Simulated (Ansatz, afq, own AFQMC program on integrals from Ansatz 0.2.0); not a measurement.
# AlH2O, quartet in cc-pVDZ along one coordinate

```yaml
atoms:
  - { symbol: Al, position_ang: [0.0000, 0.0000, 0.6535] }
  - { symbol: O, position_ang: [0.0000, 0.0000, -1.0930] }
  - { symbol: H, position_ang: [0.0000, -1.6221, -0.0723] }
  - { symbol: H, position_ang: [0.0000, 1.6221, -0.0723] }
```

The Al1–H3 distance is changed with both sides rigid. Energies in eV count from this geometry (1.777 Å) at the same level; the start stands on UHF, each point on the determinant named.

Basis cc-pVDZ. Noble-gas cores (and the filled d shells of Ga–Kr and In–Xe) are frozen. Integrals, coupled cluster, full CI and functionals: Ansatz 0.2.0; the random walks run on the same integrals in our own AFQMC program. The CISD trial takes its coefficients from CCSD amplitudes. Released means that phaseless walkers are propagated on without the constraint, phases kept. ± is one standard error of the sampling.

Cautions, each for one point or more: higher spins were not checked; lower spins were not checked; raised T1 diagnostic; strong correlation; unrestricted determinant slightly spin contaminated.

| r(Al1–H3) / Å | det. | T1 | weight | ⟨S²⟩ | CCSD(T) | ph-AFQMC/CISD | CCSDT(Q) | wB97M-V | HF |
| --- | --- | --- | --- | --- | --- | --- | --- | --- | --- |
| 1.440 | UHF | 0.044 | 0.86 | 3.81 | 0.521 | 0.551 ± 0.021 | – | 0.528 | 0.402 |
| 2.221 | UHF | 0.068 | 0.81 | 3.80 | 0.070 | 0.088 ± 0.026 | – | 0.088 | -0.142 |
| 2.897 | UHF | 0.059 | 0.83 | 3.79 | -0.008 | -0.070 ± 0.026 | – | 0.095 | -0.450 |
| 3.988 | UHF | 0.057 | 0.84 | 3.79 | -0.056 | -0.055 ± 0.026 | -0.062 | 0.051 | -0.534 |
| 6.066 | UHF | 0.057 | 0.84 | 3.79 | -0.055 | -0.069 ± 0.025 | -0.061 | 0.056 | -0.535 |

Weight is that of the determinant in the CISD state; at the start T1 is 0.050 and the weight 0.84, and ⟨S²⟩ is 3.83. Symmetry can't show for every point that it stays on the start's state. A dash marks a missing value, a released energy that hasn't settled or a functional that sits on another state. Largest departures from phaseless AFQMC with a CISD trial: CCSD(T) 0.062 eV at 2.897 (on UHF), CCSDT(Q) 0.008 eV at 6.066 (on UHF) (within the noise), HF -0.479 eV at 3.988 (on UHF). The walk's constraint bias lies outside its error bars, so these are departures and not errors. The functionals aren't scored here. In this small basis the wave-function levels are far from their limit, so their gap to the functionals isn't the functionals' error. In total energy ph-AFQMC/CISD lies 71 ± 15 meV above CCSDT(Q) at the start, so its agreement along the curve rests in part on cancellation.

Some points may be missing: those where a free walk finds a much lower state, and past Zn most of those on another determinant than at the start.

CCSDT and higher add their correlation energy to the determinant of the CCSD(T) run, since their own runs factorise the integrals more tightly (a shift of under 2 meV). A walk keeps the symmetry of its determinant, which the program's search chose and which needn't be the lowest solution, so a lower state of the same spin and another symmetry isn't excluded.
